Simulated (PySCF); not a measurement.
# How the method changes the constants of MgO⁺

State: ²Π (doublet), unpaired electrons π ↑. Set-up: basis Mg pcseg-2, O pcseg-2; no relativity; PySCF 2.14. De refers to Mg⁺ + O in their high-spin ground configurations, without counterpoise correction. The functionals are run spin-unrestricted. A positive dipole points towards O; it is taken about the centre of mass and depends on that origin. Levels whose curve was spin-contaminated or gave no clean fit are not listed.

| Level | Re (Å) | ωe (cm⁻¹) | De (eV) | μ (D) |
| --- | --- | --- | --- | --- |
| UHF-CCSD | 1.825 | 736 | 1.94 | n/a |
| PBE | 1.850 | 683 | 2.44 | -7.81 |
| revPBE | 1.859 | 672 | 2.30 | -7.88 |
| TPSS | 1.843 | 696 | 2.36 | -8.06 |
| r²SCAN | 1.828 | 722 | 2.28 | -8.40 |
| M06-L | 1.816 | 754 | 2.52 | -8.88 |
| PBE0 | 1.824 | 725 | 2.09 | -8.37 |

The bond length runs from 1.816 Å (M06-L) to 1.859 Å (revPBE). De spans 1.94 eV (UHF-CCSD, coupled cluster) to 2.52 eV (M06-L, meta-GGA).

Correlated steps freeze 2 core orbitals. For an ion De counts to the pair picked by the measured ionisation energies or electron affinities, which need not be the lowest pair at this level. The state was picked by a PBE0 search and need not be the measured ground state.
